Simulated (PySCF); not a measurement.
# Gas-phase XPS of `[H]/N=C(\C)C(=C)F`, computed

Species: C4H6FN.
SMILES with atom numbers: `[H]/[N:6]=[C:4](/[C:2](=[CH2:1])[F:3])[CH3:5]`

Cartesian coordinates in Å at the PBE0-D3(BJ)/def2-SVP level; atoms count from 1:
```
atom  x, y, z in Å
C1     2.0994    0.3969    0.3402
C2     0.9151   -0.2047    0.4165
F3     0.7468   -1.2926    1.1817
C4    -0.3262    0.2159   -0.2878
C5    -1.5545   -0.5937    0.0150
N6    -0.2563    1.2125   -1.0765
H7     2.9565    0.0175    0.8974
H8     2.1897    1.2771   -0.2957
H9    -1.3918   -1.6547   -0.2289
H10   -2.4142   -0.2198   -0.5575
H11   -1.7926   -0.5544    1.0893
H12   -1.1717    1.3999   -1.4936
```

Method: delta-SCF UKS SCAN, pcX-2 on the ionised atom, pcseg-1 elsewhere, spin-free X2C in PySCF. Each binding energy is the total energy of the core-ionised species, with the hole localised on one atom, minus that of the ground state; both are solved self-consistently, so orbital relaxation is included.

**Question.** List the computed XPS lines with their assignment.

**Answer.** 
```json
{"atom(s)": "C1", "bonded to": "C (double bond) and 2 H", "level": "C 1s", "binding energy (eV)": "290.35", "above the level's lowest (eV)": "0.00", "count": "1"}
{"atom(s)": "C2", "bonded to": "F, C (double bond) and C", "level": "C 1s", "binding energy (eV)": "293.05", "above the level's lowest (eV)": "+2.70", "count": "1"}
{"atom(s)": "F3", "bonded to": "C", "level": "F 1s", "binding energy (eV)": "693.16", "above the level's lowest (eV)": "0.00", "count": "1"}
{"atom(s)": "C5", "bonded to": "C and 3 H", "level": "C 1s", "binding energy (eV)": "291.26", "above the level's lowest (eV)": "+0.91", "count": "1"}
{"atom(s)": "N6", "bonded to": "C (double bond) and H", "level": "N 1s", "binding energy (eV)": "404.27", "above the level's lowest (eV)": "0.00", "count": "1"}
```

The listed C 1s values span 2.70 eV, from C1 (bonded to C (double bond) and 2 H) to C2 (bonded to F, C (double bond) and C). The widest gap between neighbouring values is 1.79 eV, between 291.26 and 293.05 eV. Summing the Pauling electronegativity differences to the bonded atoms, each weighted by its formal bond order, gives -0.70 for the lowest site and +1.43 for the highest; no listed site has a larger sum than the highest. The smallest sum, -1.05, belongs to C5, 0.91 eV above the lowest.

**Question.** Which effective nuclear charge Zeff reproduces each element's mean 1s value in the hydrogen-like formula E = 13.606 eV × Zeff²?

**Answer.** C (Z = 6): mean 291.6 eV, Zeff = 4.63, Z − Zeff = 1.37; N (Z = 7): mean 404.3 eV, Zeff = 5.45, Z − Zeff = 1.55; F (Z = 9): mean 693.2 eV, Zeff = 7.14, Z − Zeff = 1.86. Means run over the listed sites, weighted by atom count.

The list is incomplete; no value stands for C 1s of C4 (hole states with ⟨S²⟩ of 1 or more are left out). The unrestricted hole states depart most from a pure doublet (⟨S²⟩ = 0.75; over 0.85 named) for C 1s of C2 (0.87), which makes this value less certain. Geometry: PBE0-D3(BJ)/def2-SVP, one conformer, isolated molecule.
